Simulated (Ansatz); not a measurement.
# AlH5OS: the cost of one run

All numbers below are computed with Ansatz 0.2.0 (RKS B3LYP/def2-SVP).

### Step 1. The starting structure

Bond lengths: Al1–O2 2.130 Å, O2–H3 1.010 Å, Al1–H4 1.560 Å, Al1–H5 1.560 Å, Al1–S6 2.560 Å, S6–H7 1.400 Å. Angles: Al1–O2–H3 109.5°, O2–Al1–H4 120.0°, O2–Al1–H5 120.0°, O2–Al1–S6 71.6°, H4–Al1–H5 120.0°, H4–Al1–S6 96.8°, H5–Al1–S6 101.3°, Al1–S6–H7 109.5°.

Structure file:

```xyz
8

Al    0.0000    0.0000    0.0000
O     0.0000    0.0000    2.1300
H    -0.9095   -0.2814    2.4671
H     1.3510    0.0000   -0.7800
H    -1.3510    0.0000   -0.7800
S     0.1147    2.4267    0.8072
H     0.6673    2.4659    2.0930
H     0.0596    1.2609    1.9536
```

### Step 2. Pulling towards end A

Springs on the bonds that form and break draw the guess towards this end; the thresholds are loose.

File input.yaml:

```yaml
crystal:
  periodic: [false, false, false]
  atoms:
    - { symbol: Al, position_ang: [0.0, 0.0, 0.0] }
    - { symbol: O, position_ang: [0.0, 0.0, 2.13] }
    - { symbol: H, position_ang: [-0.9095, -0.2814, 2.4671] }
    - { symbol: H, position_ang: [1.351, 0.0, -0.78] }
    - { symbol: H, position_ang: [-1.351, 0.0, -0.78] }
    - { symbol: S, position_ang: [0.1147, 2.4267, 0.8072] }
    - { symbol: H, position_ang: [0.6673, 2.4659, 2.093] }
    - { symbol: H, position_ang: [0.0596, 1.2609, 1.9536] }
basis:
  gaussian: { orbitals: def2-SVP }
hamiltonian:
  xc: b3lyp
relax:
  f_tol: 0.15
  max_steps: 25
  restrain:
    - { distance: [0, 5], at: 3.46, k: 30.0 }
    - { distance: [7, 1], at: 2.21, k: 30.0 }
    - { distance: [0, 1], at: 1.78, k: 30.0 }
    - { distance: [7, 5], at: 1.4, k: 30.0 }
output:
  orbitals: {}
```

Run with:

```
$ ansatz run input.yaml --threads 1 --pin off --max-ram 2048MiB --backend cpu --events-out ev --progress --plain --runs-dir out
```

**Question.** How long does this run take on 1 thread of AMD EPYC 9R45 (Zen 5), shared host, and how much memory does it need?

About 9 s, with a peak of 0.18 GiB.
